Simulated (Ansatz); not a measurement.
**Ytterbium, fcc: convergence with Methfessel-Paxton smearing**

Computed with Ansatz, LDA, scalar-relativistic PAW, on the relaxed cell (a = 4.914 Å; spin not included). Errors count from a run at 420 eV on a Γ-centred 18×18×18 mesh with Fermi-Dirac smearing of 0.1 eV, extrapolated to zero width. Fixed here: cutoff 420 eV, mesh 11×11×11. The SCF starts from atomic densities corrected by a trained network.

| width (eV) | E(σ→0) error (meV/atom) | F error (meV/atom) | P (GPa) | SCF iterations |
| --- | --- | --- | --- | --- |
| 0.01 | -9.1 | -9.1 | 0.18 | 6 |
| 0.03 | -9.2 | -9.1 | 0.19 | 6 |
| 0.1 | -9.1 | -9.1 | 0.13 | 7 |
| 0.2 | 1.1 | 27.7 | -0.43 | 8 |
| 0.6 | 156.1 | 213.1 | -0.43 | 8 |
| 1.0 | 274.5 | 340.3 | -0.22 | 9 |

Task: What does the run at 0.3 give (width)?

Result: E(σ→0) error (meV/atom): 42.1; F error (meV/atom): 80.2; P (GPa): -0.48; SCF iterations: 8.
